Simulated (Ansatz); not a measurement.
## Ansatz (development build ahead of 0.2.0) run

```yaml
crystal:
  periodic: [false, false, false]
  atoms:
    - { symbol: H, position_ang: [0.629, -0.629, -0.629] }
    - { symbol: H, position_ang: [-0.629, -0.629, 0.629] }
    - { symbol: H, position_ang: [-0.629, 0.629, -0.629] }
    - { symbol: C, position_ang: [0.0, 0.0, 0.0] }
    - { symbol: H, position_ang: [0.629, 0.629, 0.629] }
basis:
  gaussian: { orbitals: def2-SVP }
hamiltonian:
  xc: hf
output:
  forces: true
```

The input is written out in the form of the current development build from the run's settings.

Output:

```
Converged    : yes
Total energy : -40.16918 hartree
```

Forces (eV/Å):
```csv
atom,Fx,Fy,Fz
H1,0.006,-0.006,-0.006
H2,-0.006,-0.006,0.006
H3,-0.006,0.006,-0.006
C4,0.000,0.000,0.000
H5,0.006,0.006,0.006
```
